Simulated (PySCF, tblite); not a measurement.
Dissociation curve of SO, triplet.

- UKS-CAM-B3LYP = unrestricted CAM-B3LYP/cc-pVDZ in PySCF
- GFN2-xTB, 300 K electronic temperature (tblite)
- UCCSD(T) = CCSD(T) on UHF/cc-pVDZ, 6 core orbitals frozen in PySCF

Energies relative to the lowest point of each curve near equilibrium, in kJ/mol:

```tsv
R / Å	UKS-CAM-B3LYP	GFN2-xTB
1.18	580.0	402.3
1.25	308.8	191.0
1.34	110.4	52.4
1.40	42.0	12.5
1.44	16.4	1.5
1.48	3.2	0.0
1.51	0.0	3.8
1.58	9.6	25.2
1.64	31.8	53.7
1.70	62.7	88.2
1.84	153.9	181.6
```

Problem. Estimate the UCCSD(T) values at these points.

Solution. 1.18: 608.7; 1.25: 330.6; 1.34: 124.7; 1.40: 51.5; 1.44: 22.6; 1.48: 5.9; 1.51: 0.0; 1.58: 3.9; 1.64: 21.0; 1.70: 45.6; 1.84: 118.1 (kJ/mol).

The scan ran from 1.18 to 5.96 Å; beyond the distances shown one of the unrestricted levels run for this scan, shown here or not, changes its spin distribution in one step.
